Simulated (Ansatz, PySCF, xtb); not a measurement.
Bonds broken one at a time in the series Si OH-H. All species are isolated molecules in the gas phase. One relaxed conformer stands for each flexible species; it need not be the lowest. Strings in code marks are SMILES.

Quantity: homolytic bond dissociation enthalpy at 298 K (no spin–orbit term), in kJ/mol. Enthalpy corrections at 298 K come from GFN2-xTB frequencies (xtb).

Level 1: PBE-D3(BJ)/def2-TZVP // PBE0-D4/def2-TZVP (PySCF)
Level 2: frozen-core MP2/cc-pVTZ // PBE0-D4/def2-TZVP (Ansatz, a quantum-chemistry and plane-wave program)
Level 3: frozen-core MP2/6-31G* // PBE0-D4/def2-TZVP (PySCF)
Level 4: HF/cc-pVTZ // PBE0-D4/def2-TZVP (Ansatz)

```tsv
species	level 1	level 2	level 3	level 4
O–Si bond of `O[SiH3]`, giving `[OH]` and `[SiH3]`	503.9	531.5	497.1	372.9
O–Si bond of `O[Si](O)(O)O`, giving `O[Si](O)O` and `[OH]`	556.2	595.6	575.7	442.6
O–Si bond of `O[SiH2]O` (H–O–Si–O torsion -66°, O–Si–O–H torsion -66°), giving `O[SiH2]` (H–O–Si–H torsion 52°) and `[OH]`	535.6	569.3	543.4	409.1
```
